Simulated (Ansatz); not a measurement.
# CF (SMILES [C]F): the vertical ionisation energy from total energies

The species is CF (2 atoms), meant as a doublet with charge 0. SMILES: `[C]F`. The shape is that of a GFN2-xTB optimisation.

```xyz
2

C     0.0000    0.0000    0.0000
F     0.0000    0.0000    1.2744
```

Both states at this one shape; open shells run unrestricted unless said. 1 Eh = 27.2114 eV.

```
                                 level  program  doublet CF (Eh)  singlet CF+ (Eh)
                       U-revPBE/STO-3G   Ansatz      -135.831462       -135.574792
                          UBLYP/STO-3G   Ansatz      -135.819924       -135.564838
                     UCAM-B3LYP/STO-3G   Ansatz      -135.801072       -135.527783
RPA@PBE/STO-3G, 2 core orbitals frozen   Ansatz      -135.435660       -135.226305
```

Task: Work out the vertical ionisation energy at each level.

Result: 
1. U-revPBE/STO-3G: -135.574792 − (-135.831462) = 0.256670 Eh = 6.98 eV.
2. UBLYP/STO-3G: -135.564838 − (-135.819924) = 0.255086 Eh = 6.94 eV.
3. UCAM-B3LYP/STO-3G: -135.527783 − (-135.801072) = 0.273289 Eh = 7.44 eV.
4. RPA@PBE/STO-3G: -135.226305 − (-135.435660) = 0.209355 Eh = 5.70 eV.

No measured value is set beside it here; the levels span 5.70 to 7.44 eV. Minimal sets are far from the basis-set limit.
